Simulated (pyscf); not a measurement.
# Four-centre exchange: `[F][BH][F]` + `[CH2]=[CH2]` → `[CH2]=[CH][B]([F])[F]` + `[H][H]`

Gas phase, singlet surface, charge 0. Bonds broken: B2–H4, C5–H7. Bonds formed: B2–C5, H4–H7. Optimised with ωB97X-D3(BJ)/def2-SVP in PySCF.

Transition state (Å):

```xyz
10

F     -2.9790    -0.6012     0.3603
B     -1.6778    -0.8079     0.0192
F     -0.8337    -1.3723     0.9294
H     -1.6468    -1.5844    -1.0829
C     -1.0082     0.6868    -0.5760
C      0.2695     0.9756    -0.3050
H     -1.2264    -0.5673    -1.1919
H     -1.7145     1.4502    -0.9227
H      0.9574     0.1952     0.0406
H      0.6709     1.9919    -0.3884
```

One imaginary mode, 1364i cm⁻¹; descent along it reached the two sides named.

```csv
bond,change,reactant side (Å),saddle,product side
B2–H4,breaks,1.201,1.348,3.0
C5–H7,breaks,1.095,1.414,3.2
B2–C5,forms,3.0,1.743,1.555
H4–H7,forms,3.2,1.106,0.760
```

Electronic energies relative to the separated reactants (kcal/mol):

| level | barrier | reaction energy | reverse barrier |
|---|---|---|---|
| ωB97X-D3(BJ)/def2-TZVP | 46.3 | -0.8 | 47.0 |
| PBE/def2-TZVP | 38.2 | -0.9 | 39.0 |
| r²SCAN/def2-TZVP | 39.7 | -2.0 | 41.7 |
| B3LYP-D3(BJ)/def2-TZVP | 46.0 | -0.5 | 46.6 |
| PBE0-D3(BJ)/def2-TZVP | 40.3 | -1.1 | 41.3 |
| M06-2X/def2-TZVP | 46.5 | -1.1 | 47.5 |
| ωB97M-D3(BJ)/def2-TZVP | 46.4 | -0.2 | 46.7 |
| HF/def2-TZVP | 68.2 | +3.5 | 64.8 |

With ωB97M-D3(BJ)/def2-TZVP energies and thermal terms (ideal gas, 1 atm, RRHO with modes under 100 cm⁻¹ raised to 100, one conformer, R ln 2 for chiral ones without a mode under 150 cm⁻¹), in kcal/mol:

```json
[
 {"T (K)": "298", "ΔH‡": "45.1", "ΔG‡": "56.0", "ΔH": "-3.5", "ΔG": "-1.6"},
 {"T (K)": "600", "ΔH‡": "45.5", "ΔG‡": "66.9", "ΔH": "-2.0", "ΔG": "-0.2"},
 {"T (K)": "900", "ΔH‡": "46.2", "ΔG‡": "77.5", "ΔH": "-0.8", "ΔG": "+0.4"},
 {"T (K)": "1200", "ΔH‡": "47.0", "ΔG‡": "87.8", "ΔH": "0.0", "ΔG": "+0.7"}
]
```

At the saddle there is also a short B–H contact that neither side keeps. The same reactants have a lower exit, to H₃C–CH₂–B(F)–F (barrier +23.3 kcal/mol at ωB97M-D3(BJ)/def2-TZVP, against +46.4 kcal/mol here). One saddle was located; it need not be the lowest between these sides.
